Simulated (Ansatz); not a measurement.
This Ansatz (a program for electronic structure) input (CCSD(T)/cc-pCVDZ) gives -75.56227 Eh with 23 basis functions. A basis named .json is the Basis Set Exchange file of that set (core-valence sets with the plain set on hydrogen).

Ansatz 0.2 input:
```yaml
crystal:
  periodic: [false, false, false]
  atoms:
    - {symbol: O, position_ang: [-0.00000000, -0.00000000, -0.10852476]}
    - {symbol: H, position_ang: [0.00000000, 0.00000000, 0.86819804]}
basis:
  gaussian:
    orbitals: cc-pCVDZ.json
magnetization: {spin_polarized: true, initial_magnetization: 1}
correlation: {method: ccsd_t, electrons: outside_noble_gas}
```

Change:
```diff
- correlation: {method: ccsd_t, electrons: outside_noble_gas}
+ correlation: {method: ccsd_t, frozen_orbitals: {H: 0, O: 0}}
```

**Question.** What does the run give now?

**Answer.** -75.60013 Eh (CCSD(T)/cc-pCVDZ, 23 functions), a change of -37.86 mEh.
